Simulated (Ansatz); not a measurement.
N2O (SMILES N#[N+][O-]): entropy by statistical mechanics

A linear singlet with charge 0, relaxed at CCSD(T)/def2-TZVP, 3 core orbitals frozen (Ansatz 0.2.0):

```xyz
3

N    -0.5179    1.0135   -0.1699
N    -0.0085    0.0167   -0.0028
O     0.5264   -1.0302    0.1728
```

Harmonic wavenumbers in cm⁻¹: 598, 598, 1296, 2278.

Masses in u: N 14.007, O 15.999. Take T = 298.15 K, p = 1 bar, R = 8.3145 J/(mol K), kT/hc = 207.22 cm⁻¹, rigid rotor and harmonic oscillator.

Task: Compute the standard molar entropy.

Result: 
1. Translation (Sackur–Tetrode): S = R[3/2 ln M + 5/2 ln T − 1.1517] with M = 44.013 gives 156.1 J/(mol K).
2. Rotation: the moment of inertia is 40.322 u Å², so B = 16.8576/I = 0.4181 cm⁻¹; σ = 1; q = kT/(σhcB) = 495.6; S = R(ln q + 1) = 59.9.
3. Vibration: with u = ν̃/207.22, each mode gives R[u/(eᵘ − 1) − ln(1 − e⁻ᵘ)]; the sum is 3.9, most from 598 cm⁻¹ (1.9), 598 cm⁻¹ (1.9), 1296 cm⁻¹ (0.1).
4. Electronic: R ln 1 = 0.0, from the spin multiplicity alone.
5. Sum: 156.1 + 59.9 + 3.9 + 0.0 = 219.9 J/(mol K).

The tabulated value is 220.0 J/(mol K) (CRC Handbook of Chemistry and Physics): the model is off by -0.1.
